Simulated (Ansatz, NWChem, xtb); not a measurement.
# Ligand exchange: CH4 + C2H3Cl → HCl + C3H6

Gas-phase species: CH4 `C`, singlet; C2H3Cl `C=CCl`, singlet; HCl (hydrogen chloride), singlet; C3H6 (propene) `C=CC`, singlet. The partners trade CH3 for Cl: H–CH3 and C–Cl bonds give way to H–Cl and C–CH3.

Shapes, held fixed at every level: PBE0-D4/def2-TZVP. Programs: Ansatz 0.2.0, NWChem 7.3.0, xtb 6.7.1. The zero-point and thermal change to 298 K, harmonic and unscaled (PBE0-D4/def2-TZVP), is -2.4 kJ/mol.

Question: Estimate ΔH(298 K) of this reaction.

Answer: The highest level, CCSD(T)/CBS estimate, gives ΔH(298 K) = -21.0 kJ/mol; the levels span -29.6 to +14.6. They disagree on the sign: 1 of 9 are positive. The column of differences is taken from that level and isn't an error. No measured value is set beside it here. The CBS estimate extrapolates MP2 from def2-TZVPP and def2-QZVPP and adds CCSD(T) − MP2 in the triple-zeta set, cores frozen.

```csv
level,kind,ΔH(298 K) (kJ/mol),less CCSD(T)/CBS estimate
GFN0-xTB,semi-empirical,+14.6,+35.6
HF/def2-TZVPP,Hartree–Fock,-24.9,-3.9
SPW92/def2-TZVPP,LDA,-17.3,+3.7
B3LYP/6-31G* (Cartesian functions),global hybrid,-1.7,+19.3
BHLYP-D4/def2-TZVPP,global hybrid,-20.3,+0.7
PBE0-D4/def2-TZVPP,global hybrid,-17.6,+3.4
CCSD(T)/def2-SVP,coupled cluster or CI,-28.0,-7.0
CCSD/def2-SVP,coupled cluster or CI,-29.6,-8.6
CCSD(T)/CBS estimate,coupled cluster or CI,-21.0,0.0
```
